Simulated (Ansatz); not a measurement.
**BSi+ (singlet): the correlation ladder, cc-pVDZ**

The task here is to estimate one member of a computed series from the others.

Program: Ansatz 0.2.0, Gaussian basis. Level of theory: cc-pVDZ, core rule «outside noble gas», up to 6 orbitals frozen. These are calculated values, not measurements.

To be run: UHF; CCSD(T) on RHF; CCSD(T) on UHF; BCCD(T) on RHF; CISD; CCSDT(Q) on RHF; CCSDT(Q) on UHF; CISDTQ; CCSDTQ on RHF; CASSCF and MRCISD+Q, 6 electrons in 8 orbitals; CASSCF and NEVPT4(SD), 6 electrons in 8 orbitals; CASSCF and NEVPT2, 6 electrons in 8 orbitals; Full CI.

16 further runs of the same task are left out: 5 that didn't finish, 11 set aside as unsound or not needed.

## What is computed

The geometry is a PBE0/def2-TZVP stationary point (not a proven minimum) of the parent state, kept for this charge and spin.

2 atoms, charge 1, spin multiplicity 1.

Atoms are counted from 1 here; the program's logs count them from 0.

Bond lengths: Si1–B2 1.919 Å.

The first run:

in.yaml

```yaml
crystal:
  periodic: [false, false, false]
  atoms:
    - {symbol: Si, position_ang: [0.000000, 0.000000, 0.000000]}
    - {symbol: B, position_ang: [0.000000, 0.000000, 1.919159]}
basis:
  gaussian: {orbitals: cc-pVDZ}
total_charge: 1
magnetization: {spin_polarized: true, initial_magnetization: 0}
hamiltonian: {xc: hf}
output: {orbitals: {seedname: orbitals}}
```

The run is started by

```bash
$ ansatz run in.yaml --threads 1 --pin off --events-out ev --progress --plain --max-ram 2393MiB
```

Among the steps run: UHF; CCSD(T) on RHF; CCSD(T) on UHF; BCCD(T) on RHF; CISD; CCSDT(Q) on RHF; CCSDT(Q) on UHF; CISDTQ; CCSDTQ on RHF; CASSCF and MRCISD+Q, 6 electrons in 8 orbitals; CASSCF and NEVPT4(SD), 6 electrons in 8 orbitals; CASSCF and NEVPT2, 6 electrons in 8 orbitals; Full CI.

One of the session's tables, all rows but one given; the rest of the session is left out.

| method | from FCI (meV) |
| --- | --- |
| RMP2 | +1564.3 |
| CISD | +944.4 |
| RCCSD | +486.7 |
| RCCSD(T) | +194.4 |
| BCCD(T) | +198.7 |
| RCCSDT | +120.7 |
| CISDTQ | ? |
| RCCSDT(Q) | +44.6 |
| RCCSDTQ | +4.8 |
| CASSCF valence | +1808.0 |
| NEVPT2 valence | +417.1 |
| NEVPT4(SD) valence | +24.2 |
| MRCISD valence | +64.3 |
| MRCISD+Q valence | -20.7 |
| FCI | 0 |

Estimate the missing values for CISDTQ.

As computed: from FCI (meV): +76.2. In the column «from FCI (meV)» it lies between MRCISD valence (+64.3) and RCCSDT (+120.7).

Left out of the table: RHF, UHF, UMP2, UCCSD, UCCSD(T), UCCSDT, UCCSDT(Q) (another determinant or state than the rows shown).

Caveats from the session: The report flags that the cluster equations may have other roots. The program flags RCCSDTQ as in doubt, so those rows may rest on another solution; read them beside their warnings. MRCISD+Q valence falls below full CI: the +Q correction isn't variational, and the cores differ from full CI's.
